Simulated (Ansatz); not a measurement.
The cluster BN₂⁻, relaxed as a singlet with RKS PBE0-D4/def2-TZVPD in Ansatz, starting from the GFN1-xTB geometry. Force threshold 0.02 eV/Å.

The restricted singlet is unstable towards broken spin symmetry at other levels; at PBE0-D4/def2-TZVPD this wasn't settled. Another isomer (singlet) lies 0.46 eV lower at PBE0-D4/def2-TZVPD; other spin states weren't run for this one.

Start:

```xyz
3

B     0.0006    0.0001   -0.0008
N    -0.4241    1.2485    0.1290
N     0.4235   -1.2487   -0.1283
```

| step | energy (eV) | largest force component (eV/Å) | SCF passes |
| --- | --- | --- | --- |
| 1 | -3650.0863 | 0.245 | 16 |
| 2 | -3650.0875 | 0.062 | 22 |
| 3 | -3650.0875 | 0.003 | 23 |

Force components are those of the run's own axes.

End:

```xyz
3

B     0.000    0.000   -0.001
N    -0.425    1.253    0.129
N     0.425   -1.253   -0.129
```

By distances, no bond broke or formed. The bond that changes most is B1–N3, from 1.32 to 1.33 Å (atoms count from 1).

No frequencies were taken in this run, so the end may be a saddle point.

Run time 1 s (4 threads of Arm Neoverse V2 on a shared host).
